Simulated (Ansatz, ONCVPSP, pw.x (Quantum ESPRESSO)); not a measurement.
# Which Tc potential is closest to all-electron in the sc crystal?

All use PBEsol, scalar-relativistic, no spin, cutoffs from each file’s atomic test, pw.x 7.5; 13³ k-points, Fermi–Dirac smearing 0.01 Ry. Δ is the rms difference from all-electron LAPW of the E(V) curves that follow from fits to the pressures, over ±6 % in volume. Mesh and smearing are coarse and serve the comparison alone. The files are a selection: those with a ghost or negative overlap were mostly not run, and those with noisy or unconverged pressures or nearly equal Δ are left out.

All-electron: a0 = 2.505 Å (V0 = 15.71 Å³/atom), B0 = 243.8 GPa.

Task: Rank them by Δ, smallest first.
A. optimised norm-conserving Vanderbilt (ONCV), ONCVPSP 4.0.1.1 (patched build), PBEsol; core [Ar] 3d10, reference 4s2 4p6 4d5 5s2; waves: 4s+5s: rc 1.90 bohr, ncon 4, nbas 7, qcut 5.9 1/bohr, 2 projectors; 4p: rc 1.95 bohr, ncon 3, nbas 6, qcut 5.4 1/bohr, 2 projectors, debl 2.9 Ha; 4d: rc 2.45 bohr, ncon 4, nbas 8, qcut 5.7 1/bohr, 3 projectors, debl 0.4 Ha; local part: polynomial inside 1.65 bohr (lpopt 5, dvloc0 2 Ha); core correction: none.
B. optimised norm-conserving Vanderbilt (ONCV), ONCVPSP 4.0.1.1 (patched build), PBEsol; core [Ar] 3d10, reference 4s2 4p6 4d5 5s2; waves: 4s+5s: rc 1.90 bohr, ncon 5, nbas 10, qcut 6.8 1/bohr, 2 projectors; 4p: rc 1.50 bohr, ncon 4, nbas 7, qcut 9.8 1/bohr, 1 projector; 4d: rc 2.05 bohr, ncon 3, nbas 7, qcut 8.4 1/bohr, 2 projectors, debl 0.8 Ha; local part: polynomial inside 1.15 bohr (lpopt 5, dvloc0 0 Ha); core correction: Teter function, fcfact 2, rcfact 1.3.
C. optimised norm-conserving Vanderbilt (ONCV), ONCVPSP 4.0.1.1 (patched build), PBEsol; core [Kr], reference 4d5 5s2; waves: 5s: rc 2.35 bohr, ncon 5, nbas 8, qcut 2.9 1/bohr, 2 projectors, debl 3.1 Ha; p scattering state at 0.28 Ha: rc 2.50 bohr, ncon 3, nbas 7, qcut 3.2 1/bohr, 2 projectors, debl 1.8 Ha; 4d: rc 2.45 bohr, ncon 3, nbas 8, qcut 5.3 1/bohr, 1 projector; local part: polynomial inside 1.75 bohr (lpopt 5, dvloc0 0 Ha); core correction: Teter function, fcfact 2, rcfact 1. In the p channel the program set the typed energies aside and used 0.050, 1.850 Ha.

Result: A (3.0 meV/atom), B (4.1 meV/atom), C (10.3 meV/atom).
